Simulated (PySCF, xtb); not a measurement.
CH4S, SMILES CS (connectivity only; charge and spin as stated), charge +1, multiplicity 2.

Harmonic wavenumbers (cm⁻¹) from GFN2-xTB (xtb) at its own minimum, in rising order: 175, 759, 786, 806, 998, 1273, 1317, 1355, 2260, 2926, 2952, 3043.

Q: What does PBE0-D3(BJ)/def2-TZVP run with PySCF 2.14.0 give at its own minimum? (The exact figures need the calculation; the answer reports its results.)

A: 217, 735, 791, 817, 1095, 1300, 1393, 1415, 2621, 3006, 3074, 3182. Paired by order, the mean absolute difference is 87 cm⁻¹ and the zero-point energies are 26.7 and 28.1 kcal/mol.
